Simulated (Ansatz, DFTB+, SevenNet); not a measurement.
# How well does each level of theory give the lattice parameter c of hcp Os?

Reference value: 4.320 Å (measured, 293 K, no zero-point or thermal correction; as tabulated in Wikipedia's data pages).

**Question.** What do GFN1-xTB as cut by DFTB+, SevenNet-0, LDA, PBE, PBE-D3(BJ), r²SCAN-D4, PBE0 give, and how far is each from the reference?

**Answer.** 
```
level (code)              value (Å)  difference (%)
------------------------  ---------  --------------
GFN1-xTB as cut by DFTB+      4.404           +1.94
SevenNet-0                    4.353           +0.76
LDA (Ansatz)                  4.288           -0.74
PBE (Ansatz)                  4.346           +0.60
PBE-D3(BJ) (Ansatz)           4.322           +0.05
r²SCAN-D4 (Ansatz)            4.312           -0.19
PBE0 (Ansatz)                 4.303           -0.39
```

The reference is not for a static lattice or low temperature, so close values are not ranked against it. Off by more than 1.75 %, or 2.45 % on the side where a correction would as a rule narrow the miss (bounds picked here): GFN1-xTB as cut by DFTB+ (+1.94 %).

The reference isn't brought to a static lattice, while the calculations are for one, so the differences are not the levels' errors alone.  Density-functional levels without +SOC have no spin–orbit coupling. GFN1-xTB as cut by DFTB+: the method was fitted mainly to molecules. GFN1-xTB as cut by DFTB+: codes differ in how they cut the long-range tail of xTB's charge interaction in a crystal, so the value belongs to this code. Cutoffs and k meshes differ between the levels. Ansatz's density-functional and Hartree–Fock values are scalar-relativistic unless marked +SOC, with PAW data made under PBE.

Machine-learned potentials (SevenNet-0) are trained on DFT data: a solid inside that data is no test of them.

Differences are worked out from the printed values.

Ansatz is a quantum-chemistry and plane-wave program.
